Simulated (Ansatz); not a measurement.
Si$_{2}$C, singlet in cc-pVDZ: errors against RCCSDTQ

Geometry: a PBE0/def2-TZVP stationary point for this spin, not checked as a minimum.

```xyz
3

Si    0.0000    0.0000    1.6856
C     0.0000    0.0000    0.0000
Si    0.0000    0.0000   -1.6856
```

Basis cc-pVDZ; Ansatz 0.2.0. Only valence electrons are correlated (noble-gas cores frozen), which leaves 12 electrons in 39 orbitals. R marks a restricted (for open shells ROHF) determinant. Active spaces: valence = (12e, 12o) chosen from the atoms' valence shells.

Full CI isn't at hand for all of this; RCCSDTQ serves as the reference, and is uncertain by about the last step of the cluster series.

The UHF ⟨S²⟩ is 0.000. The T1 diagnostic (RCCSD) is 0.0199. The largest doubles amplitude (RCCSD) is 0.071.

Problem. From what is known of these methods and the diagnostics, rank them by the size of their error in total energy against RCCSDTQ in cc-pVDZ, smallest first (an estimate: the text doesn't fix the numbers).
A. NEVPT2 (valence space)
B. CISD
C. RHF
D. RCCSDT
E. RCCSDT(Q)

Solution. E (0.3 kJ/mol), D (5.7 kJ/mol), A (115.2 kJ/mol), B (152.7 kJ/mol), C (852.7 kJ/mol).

All errors are against RCCSDTQ in cc-pVDZ. Below it: RCCSDT(Q). Within each family the higher level lies nearer, as is usual though not guaranteed.

Natural occupations of CASSCF (valence space) about the gap: 1.981 1.971 1.968 1.906 1.906 0.068 0.068 0.047 0.047 0.028; effectively unpaired electrons, Σ n²(2−n)², 0.13.
